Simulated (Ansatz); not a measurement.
This script makes a ladder of basis sets of H4Si2, SMILES [SiH][SiH3] with Ansatz 0.2.0 through its Python package.

Script `h4si2.py`:
```python
import logging
import sys
import warnings

import ansatz as az

logging.basicConfig(stream=sys.stdout, format="%(name)s: %(message)s")
log = logging.getLogger("calc")
log.setLevel(logging.INFO)

warnings.simplefilter("ignore", az.DeckWarning)

mol = (
    az.Crystal.molecule()
    .atom("Si", (1.4581, -0.7597, -0.2863))
    .atom("Si", (-0.6251, 0.0019, -0.0212))
    .atom("H", (2.4117, 0.2502, 0.1961))
    .atom("H", (-0.8705, 0.2696, 1.4038))
    .atom("H", (-1.5809, -1.0064, -0.503))
    .atom("H", (-0.7933, 1.2444, -0.7894))
)

setup = (
    mol.calculation()
    .correlation("CCSD(T)", electrons="valence")
    .spin("collinear", total=2)
    .scf(lower_state_search="standard")
)

energies = {}
for basis in ["cc-pVDZ", "cc-pVTZ"]:
    data = setup.basis(gaussian=basis).run(threads=1, pin="off").report
    size = data["n_frozen"] + data["n_occupied"][0] + data["n_virtual"][0]
    energies[basis] = (data["reference_energy_ev"] / 27.211386246, data["free_energy_ev"] / 27.211386246)
    log.info(f"{basis:14s} {size:4d} orbitals  reference {energies[basis][0]:14.6f} Ha  total {energies[basis][1]:14.6f} Ha")

small, large = (energies[b][1] - energies[b][0] for b in ("cc-pVDZ", "cc-pVTZ"))
limit = (3 ** 3 * large - 2 ** 3 * small) / (3 ** 3 - 2 ** 3)
log.info(f"correlation energy: {small:.6f} and {large:.6f} Ha, extrapolated {limit:.6f} Ha")
log.info(f"share caught by the larger set: {100 * large / limit:.1f} %")
```

How far does the total energy move along this ladder of basis sets?

Against cc-pVDZ: cc-pVTZ -72.5 mHa. The last step alone is -72.46 mHa. From the first set to the last the time grows from 1.0 to 10.4 s.

The run itself:

Running `python h4si2.py` prints:
```text
calc: cc-pVDZ          56 orbitals  reference    -580.112424 Ha  total    -580.331649 Ha
calc: cc-pVTZ         124 orbitals  reference    -580.140051 Ha  total    -580.404110 Ha
calc: correlation energy: -0.219225 and -0.264059 Ha, extrapolated -0.282936 Ha
calc: share caught by the larger set: 93.3 %
```

The settings weren't tested for convergence. The geometry is a force-field or estimated start, not a minimum of this method, and the last set is no limit. Much of the fall in a total is atomic energy, which cancels in bond and reaction energies. The species is open-shell (spin multiplicity 3). Inner cores stay frozen, so this is valence correlation. For Al to Cl the sets with a tight d function, cc-pV(X+d)Z, are usual. An extrapolation from small basis sets is rough. The whole script took 12 s on 1 thread of Intel(R) Xeon(R) 6975P-C (Granite Rapids), with other jobs on the host, peak memory 1.2 GiB.

(Lines on the test bed's own set-up are left out of the output.)
